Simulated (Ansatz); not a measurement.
Ideal-gas functions of CH2, SMILES `[CH2]` (triplet) at 500 K and 1 bar, from an Ansatz frequency run at PBE0-D4/def2-TZVP.

Molar mass 14.03 g/mol, point group C2v (symmetry number 2), electronic degeneracy 3, moments of inertia 0.296, 2.001, 2.297 u Å². Harmonic wavenumbers (cm⁻¹, unscaled): 1054, 3153, 3390.

Use S(trans) = R[1.5 ln M + 2.5 ln T − 1.1517]; rotational temperatures θ = 24.2544 K / I; S(rot) = R[ln(√π/σ · √(T³/θAθBθC)) + 1.5]; for each mode x = 1.438777 ν̃/T, S = R[x/(eˣ − 1) − ln(1 − e⁻ˣ)] and H = RT x/(eˣ − 1); 1 cm⁻¹ = 0.0119627 kJ/mol; R = 8.31446 J/(mol·K).

**Question.** By hand: the entropy, in J/(mol·K).

**Answer.** Translation 152.5. Rotation: θ = 81.9405, 12.1211, 10.5592 K, giving 50.5. Vibration, mode by mode: 1.69, 0.01, 0.01, in all 1.7. Electronic 9.1. Sum 213.8 J/(mol·K).

**Question.** By hand: H − E and G − E in kJ/mol, counted from the electronic energy.

**Answer.** Zero-point energy ½ × 7597 × 0.0119627 = 45.4; thermal vibration 0.6; translation, rotation and pV give 4 RT = 16.6. H − E = 62.6 kJ/mol, and G − E = 62.6 − 500 × 213.8/1000 = -44.3 kJ/mol.

Vibration gives 1 % of the entropy; all modes have x over 3 and are hardly excited.
